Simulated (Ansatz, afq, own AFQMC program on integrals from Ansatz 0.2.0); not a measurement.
AFQMC on a folder of integrals that Ansatz 0.2.0 wrote.

```yaml
crystal:
  periodic: [false, false, false]
  atoms:
    - {symbol: B, position_ang: [0.000000, 0.000000, 0.000000]}
    - {symbol: N, position_ang: [0.000000, 0.000000, 2.140000]}
basis:
  gaussian: {orbitals: 6-31G}
magnetization: {spin_polarized: false, initial_magnetization: 2}
correlation: {method: ccsd_t, electrons: outside_noble_gas, hamiltonian_folder: ham}
```

```sh
$ ansatz run in.yaml --threads 1 --pin off --events-out ev --progress --plain --max-ram 16896MiB --backend cuda --devices 0, --max-vram 18GiB
```

Options of the walk:

```
--method phaseless --trial cisd --walkers 4000 --populations 20 --least-time 60 --time-step 0.005 --steps-per-block 50 --equilibration-blocks 40 --max-blocks 4000 --target-error 0.00034 --factor-cut 1e-05 --start spin_pure --seed 4700 --release-times 0.24,0.51,0.99,1.62,2.4 --release-step 0.03 --release-every 3 --taylor-order 6
```

Times are imaginary, in 1/Eh. The walk had a cap of 122 s. With eight or more populations the least sampling time is a fifth of least-time, and the error comes from their spread.

Log:

```
orbitals 16  electrons 5 3  factors 90 of 258
reference energy -78.87252409 Eh
CCSD correlation -0.14258129 Eh in 17 cycles, weight of the determinant in the CISD state 0.8417
energy of the start -79.015092 Eh
 block  time / (1/Eh)  mean weight  energy / Eh
     1     0.250  0.9999  -79.013789
     2     0.500  1.0000  -79.014030
     3     0.750  0.9999  -79.015114
     4     1.000  0.9999  -79.015523
     5     1.250  1.0001  -79.016121
     8     2.000  1.0000  -79.017215
    11     2.750  1.0000  -79.017562
    15     3.750  1.0000  -79.017939
    17     4.250  0.9998  -79.018336
    23     5.750  0.9999  -79.019071
    29     7.250  1.0003  -79.020464
    35     8.750  1.0000  -79.018820
    41    10.250  1.0002  -79.019397
    47    11.750  1.0000  -79.018309
    53    13.250  0.9998  -79.019330
    59    14.750  0.9999  -79.018918
    65    16.250  1.0002  -79.018589
    71    17.750  1.0001  -79.019725
    77    19.250  1.0000  -79.018017
    81    20.250  0.9999  -79.020494
    83    20.750  1.0000  -79.019551
    89    22.250  1.0000  -79.018159
error from the spread of 20 populations
released: time / (1/Eh)  energy / Eh  error  mean overlap
  0.24  -79.019232  0.000124  0.9996
  0.51  -79.019472  0.000133  0.9991
  0.99  -79.019632  0.000093  1.0011
  1.62  -79.020126  0.000189  0.9975
  2.40  -79.020143  0.000153  0.9974
energy -79.018977 +/- 0.000126 Eh
(rows thinned)
```

The run passed its tests (sampling time, drift between the halves within three errors, error under three times the target), which doesn't prove that it has relaxed.

Against this walk (error 3.4 meV) on the same determinant: CCSD(T) 6.2 meV higher (within the noise), CCSDT(Q) 38.4 meV lower, CCSDTQ 39.4 meV lower, full CI 39.5 meV lower. The error is statistical and leaves out the bias of the constraint. Released to 2.40 1/Eh the energy lies 32 ± 5 meV (both errors) below the phaseless value, which shows part or all of the bias of the constraint, and full CI lies 7.8 meV below the released value. Full CI is exact here, so the walk's 40 meV above it is the walk's own error: the bias of the constraint with this trial.

Cautions: constraint bias not in the error; lower spins were not checked; a spin-contaminated unrestricted determinant lies lower (UHF 746 meV lower, ⟨S²⟩ 2.67); strong correlation (T1 0.046, weight of the determinant 0.84, largest double 0.18).

The walk took 40 s on 1 × NVIDIA H100 80GB HBM3 with 2 threads of AMD EPYC 7R13 Processor (Zen 3), on a shared host (the card was shared). The log's last line is the phaseless energy.

CCSDT and higher add their correlation energy to the determinant of the CCSD(T) run, since their own runs factorise the integrals more tightly (a shift of under 2 meV). A walk keeps the symmetry of its determinant, which the program's search chose and which needn't be the lowest solution, so a lower state of the same spin and another symmetry isn't excluded.
